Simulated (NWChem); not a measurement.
dimethylamine (C₂H₇N); SMILES CNC

All runs: NWChem. Structure relaxed at the B3LYP/6-31G* (spherical d) level. Computed dipoles belong to the equilibrium geometry; the measured one is vibrationally averaged.

Measured dipole moment: 1.03 D (NIST CCCBDB, as tabulated in the package chemicals).

```csv
level,dipole moment (D),computed − measured,relative time (rough)
TPSS/def2-SVP,0.93,-0.10,1
TPSS/def2-SVPD,0.97,-0.06,2
TPSS/def2-TZVP,0.96,-0.07,3
TPSS/def2-TZVPP,0.93,-0.10,5
```
